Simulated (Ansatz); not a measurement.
`CC(C)[SiH3]` + H₂ → `CC[SiH3]` + CH₄ at 500 K and 1 bar (hydrogenolysis of a C–C bond).

Calculated with Ansatz (gas phase, PBE0-D4/def2-TZVP geometries, no zero-point term in ΔE). CBS: MP2 limit from def2 TZ/QZ plus the TZ coupled-cluster correction, frozen cores. This one scheme is used for every species.

| species | CCSD(T)/CBS energy (Eh) | H − E (kJ/mol) | S (J/(mol·K)) |
| --- | --- | --- | --- |
| `CC(C)[SiH3]` | -409.25569 | 357.4 | 395.6 |
| H₂ | -1.17544 | 41.0 | 145.5 |
| `CC[SiH3]` | -369.99568 | 274.2 | 352.5 |
| CH₄ | -40.46206 | 135.6 | 206.8 |

H − E and S are ideal-gas, rigid-rotor, harmonic terms from PBE0-D4/def2-TZVP. The MP2-based limit puts H₂ 0.8 mEh under its directly extrapolated value; such offsets cancel only in part. 1 Eh = 2625.50 kJ/mol, R = 8.31446 J/(mol·K).

Question: By hand: ΔE, ΔH, ΔS and ΔG.

Answer: ΔE = (-369.99568) + (-40.46206) − (-409.25569) − (-1.17544) = -0.02661 Eh = -69.9 kJ/mol. Δ(H − E) = 274.2 + 135.6 − 357.4 − 41.0 = 11.4, so ΔH = -58.5 kJ/mol. ΔS = 352.5 + 206.8 − 395.6 − 145.5 = 18.2 J/(mol·K). ΔG = -58.5 − 500 × (18.2)/1000 = -67.6 kJ/mol.

Question: By hand: the equilibrium constant, and the temperature at which ΔG would vanish if ΔH and ΔS stayed fixed.

Answer: log₁₀ K = −ΔG/(RT ln 10) = 7.1. ΔH and −TΔS have one sign here, so there is no such temperature.

ΔH outweighs TΔS. A doubt of 5 kJ/mol in ΔE shifts log₁₀ K by 0.5 here. These are equilibria of isolated gas molecules and say nothing of rates. Largest T1 diagnostic: 0.010 (customary marks: 0.02 for closed shells, 0.045 for open ones).
